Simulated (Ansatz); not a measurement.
Al(NH3)H3 (AlNH6). Charge 0, multiplicity 1. Geometry r2SCAN-D4/def2-TZVP; atoms count from 1.

| atom | x (Å) | y (Å) | z (Å) |
| --- | --- | --- | --- |
| Al1 | 0.106 | -1.064 | -0.023 |
| N2 | -0.098 | 0.984 | 0.021 |
| H3 | 0.446 | 1.424 | -0.716 |
| H4 | 0.219 | 1.366 | 0.908 |
| H5 | -1.067 | 1.260 | -0.105 |
| H6 | -0.828 | -1.445 | 1.222 |
| H7 | 1.690 | -1.173 | 0.183 |
| H8 | -0.469 | -1.352 | -1.490 |

Q: Estimate the Mulliken populations from the PBE0/def2-TZVP orbitals of Ansatz.

A: 
```csv
atom,charge (e)
Al1,0.15
N2,-0.55
H3,0.29
H4,0.29
H5,0.29
H6,-0.15
H7,-0.15
H8,-0.15
```
Mulliken values and Mayer orders depend strongly on the basis.

Q: And the Mayer bond orders between bonded heavy atoms (over 0.3)?

A: Al1–N2 0.50 (2.06 Å).
